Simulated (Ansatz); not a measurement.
Write a Python script for Ansatz's Python interface that makes a single point in a Gaussian basis of C3H4F2O, SMILES O=CCC(F)F. Use: wB97, def2-SVP basis, multiplicity 1.

```xyz
10

O     1.6729    0.6456   -1.1794
C     1.3811    0.3102   -0.0424
C     0.1812   -0.5525    0.2120
C    -1.1124    0.1740   -0.1510
F    -2.1903   -0.6626    0.0736
F    -1.2551    1.3109    0.6249
H     2.0048    0.6285    0.7866
H     0.1542   -0.8322    1.2872
H     0.2672   -1.4841   -0.3876
H    -1.1036    0.4622   -1.2240
```

`c3h4f2o_energy.py`:
```python
"""Electronic structure of the C3H4F2O molecule."""

import ansatz as az

geometry_ang = [
    ("O", (1.6729, 0.6456, -1.1794)),
    ("C", (1.3811, 0.3102, -0.0424)),
    ("C", (0.1812, -0.5525, 0.212)),
    ("C", (-1.1124, 0.174, -0.151)),
    ("F", (-2.1903, -0.6626, 0.0736)),
    ("F", (-1.2551, 1.3109, 0.6249)),
    ("H", (2.0048, 0.6285, 0.7866)),
    ("H", (0.1542, -0.8322, 1.2872)),
    ("H", (0.2672, -1.4841, -0.3876)),
    ("H", (-1.1036, 0.4622, -1.224)),
]
mol = az.Crystal.molecule()
for symbol, xyz in geometry_ang:
    mol = mol.atom(symbol, xyz)

calc = (
    mol.calculation()
    .basis(gaussian="def2-SVP")
    .functional(az.LibraryFunctional("wB97"))
)
res = calc.run(threads=1)
summary = res.report

for key in ("converged", "free_energy_ev", "reference_energy_ev", "n_frozen", "n_occupied", "n_virtual"):
    print(f"{key:22s} {summary[key]}")

state = summary["mean_field"]["state"]
print(f"mean field: {state['energy']['hartree']:.7f} Ha, <S^2> = {abs(state['spin_squared']):.4f}, stability: {state.get('stability', {}).get('kind')}")
```

```console
$ python c3h4f2o_energy.py
converged              True
free_energy_ev         -10646.681839263862
reference_energy_ev    -10646.681839263862
n_frozen               0
n_occupied             [24, 24]
n_virtual              [80, 80]
mean field: -391.2583410 Ha, <S^2> = 0.0000, stability: minimum
```

What to keep in mind:
- Total energies depend on the basis set; only differences at equal settings carry meaning.
- The geometry is a force-field or estimated start, not a minimum of this method, and the basis set is short of its limit.
- Wall time of the script: 9.2 s on 1 thread of Arm Neoverse V1, on a shared host, peak memory 0.25 GiB.

(Lines on the test bed's own set-up are left out of the output.)
